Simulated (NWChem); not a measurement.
methyl formate (C₂H₄O₂); SMILES O(C=O)C

```xyz
8

C     -0.5094    -1.3186     0.0026
O      0.6764    -0.5380     0.0014
C      0.5040     0.7806     0.0002
O     -0.5523     1.3438    -0.0002
H     -1.1154    -1.1114    -0.8919
H     -0.1891    -2.3667     0.0086
H     -1.1198    -1.1023     0.8919
H      1.4961     1.2788    -0.0003
```
Atoms are numbered in this order, from 1.

All runs: NWChem. All runs use the structure optimised with PBE0/def2-SVP. B3LYP is NWChem's, with the RPA form of VWN correlation. Level: B3LYP/def2-SVP with SMD (1 M gas to 1 M solution), gas-phase geometry.

### Question
Predict the results for solvent water. Quantities: solvation free energy (kcal/mol); cavity-dispersion-structure term (kcal/mol); dipole in solution (D).

### Answer
The solvation free energy (kcal/mol) comes out as -1.9, the cavity-dispersion-structure term (kcal/mol) is 4.9 and the dipole in solution (D) is 2.34.
